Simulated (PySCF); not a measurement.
Energy profile

The step: Si₂H₆ ([SiH3][SiH3]) + CH₄ → CH₆Si ([CH3][SiH3]) + SiH₄; bonds formed: Si1–C7, Si2–H6; bonds broken: Si1–Si2, H6–C7 (atoms numbered as in the saddle structure below).

```tsv
atom	x (Å)	y (Å)	z (Å)
Si1	-0.2006	0.9083	0.7376
Si2	1.4587	-1.1514	0.2662
H3	-1.2611	1.9899	0.7748
H4	-0.4380	0.1753	2.0080
H5	1.0489	1.6916	0.5479
H6	-0.2222	-0.2341	-0.4570
C7	-1.3236	0.2877	-1.0210
H8	2.3171	-0.8671	1.4558
H9	0.9860	-2.5676	0.4079
H10	2.3637	-1.1272	-0.9283
H11	-1.2119	-0.5349	-1.7385
H12	-1.2379	1.2384	-1.5463
H13	-2.2791	0.1911	-0.5067
```

Electronic energies by CCSD(T) at an estimated basis limit (MP2 extrapolated from triple and quadruple zeta, plus CCSD(T) − MP2 in triple zeta), on PBE0-D4/def2-TZVP structures; CH10Si2, singlet; no counterpoise correction. Program: PySCF 2.14 with density fitting (its default auxiliary sets; JK sets also for MP2 and CCSD(T)). Basis: def2-TZVPP and def2-QZVPP. Cores are frozen in the correlated methods. Extrapolation: Hartree–Fock as exp(−7.88 √X), correlation as X^−2.97.

**Question.** Give the profile in kJ/mol, counted from the separated reactants. (An estimate is asked for; the value comes from the calculation.)

**Answer.** By the calculation:
```
                                                                                                                       point  kJ/mol
separated: Si2H6 (linked as [SiH3][SiH3]; Si1, Si2, H3, H4, H5, H8, H9, H10; singlet) + CH4 (H6, C7, H11, H12, H13; singlet)     0.0
                                                                                                             start structure    -4.5
                                                                                                                      saddle   345.5
                                                                                                               end structure     4.3
separated: CH6Si (linked as [CH3][SiH3]; Si1, H3, H4, H5, C7, H11, H12, H13; singlet) + SiH4 (Si2, H6, H8, H9, H10; singlet)    10.0
```

The T1 diagnostic stays at or below 0.013.

For scale, one of the runs: CCSD(T)/def2-TZVPP, 255 basis functions, launched by `OMP_NUM_THREADS=4 python run.py`. Time: 15 min of wall clock on 4 CPU threads of an Arm Neoverse V2; the host was shared. Peak host memory: 4.6 GiB.
